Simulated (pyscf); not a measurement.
Thermochemistry of product channels of bromomethane (H₃C–Br) + H atom (H•) on the doublet surface, in eV, from ωB97M-D3(BJ)/def2-TZVP energies (ideal gas, 1 atm, RRHO with modes under 100 cm⁻¹ raised to 100, one conformer, R ln 2 for rigid chiral ones). Single points on ωB97X-D3(BJ)/def2-SVP structures (PySCF, gas phase).

```tsv
products	ΔE	ΔH(298 K)	ΔG(900 K)	ΔG(1200 K)
methyl (CH₃•) + hydrogen bromide (HBr)	-0.71	-0.72	-1.04	-1.14
methane (CH₄) + Br atom (Br•)	[?]	-1.43	-1.35	[?]
•H₂C–Br + hydrogen (H₂)	-0.02	-0.12	-0.43	-0.54
```

**Question.** Fill in the missing entries.

**Answer.** 
- methane (CH₄) + Br atom (Br•), ΔE: -1.63
- methane (CH₄) + Br atom (Br•), ΔG(1200 K): -1.31

These are energies of the channels, which say nothing of barriers. Left out: orbital degeneracy and the spin-orbit lowering of Br, which is large for Br, Se, Te and I. Elements up to Kr have no core potential and no relativistic terms here.
